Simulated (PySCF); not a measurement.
## dichloromethane: 4 charge schemes on one density

Dichloromethane, CH2Cl2.
Geometry (GFN2-xTB, Å), atoms numbered from 1 in this order:
```xyz
5
CH2Cl2 angstrom
Cl    -1.446    0.868   -0.048
C     -0.001   -0.156    0.006
Cl     1.478    0.817   -0.059
H     -0.007   -0.710    0.943
H     -0.016   -0.816   -0.860
```

Density: PBE0/pcSseg-1 (PySCF); schemes: Mulliken, IAO, Hirshfeld and ESP-fitted. Geometry: GFN2-xTB; no solvent, vibrations or thermal averaging.

Which atoms carry the lowest charge in the Mulliken, IAO, Hirshfeld and ESP-fitted schemes?

The schemes don't all agree: Mulliken C2 (-0.180); IAO C2 (-0.249); Hirshfeld Cl1 and Cl3 (-0.059); ESP-fitted C2 (-0.386).

At which atom do the 4 schemes differ most?

At C2: from -0.386 (ESP-fitted) to -0.003 e (Hirshfeld), 0.383 e apart.

Tabulate the Mulliken, IAO, Hirshfeld and ESP-fitted charges.

In e:

| atom | environment | Mulliken | IAO | Hirshfeld | ESP-fitted |
| --- | --- | --- | --- | --- | --- |
| Cl1 | alkyl chlorine | -0.109 | -0.063 | -0.059 | -0.055 |
| C2 | CCl2 carbon | -0.180 | -0.249 | -0.003 | -0.386 |
| Cl3 | alkyl chlorine | -0.109 | -0.063 | -0.059 | -0.056 |
| H4 | methylene hydrogen | +0.199 | +0.188 | +0.060 | +0.248 |
| H5 | methylene hydrogen | +0.199 | +0.188 | +0.060 | +0.249 |

Mean size of the charges over all atoms: ESP-fitted 0.199 e, Mulliken 0.159 e, IAO 0.150 e, Hirshfeld 0.048 e. Each set sums to the total charge, 0, to within 0.001 e. The IAO scheme projects the occupied orbitals on a minimal set of polarised atomic orbitals and counts the electrons in each atom's part of it. The Mulliken scheme counts on each atom the diagonal of the density matrix times the overlap matrix over that atom's basis functions.

Sum the charges by element, for elements with more than one atom.

```tsv
element	atoms	Mulliken	IAO	Hirshfeld	ESP-fitted
Cl	2	-0.218	-0.127	-0.118	-0.111
H	2	+0.398	+0.376	+0.120	+0.497
```

How many electrons does the Mulliken scheme count on Cl1?

Z − q = 17 − (-0.109) = 17.109.
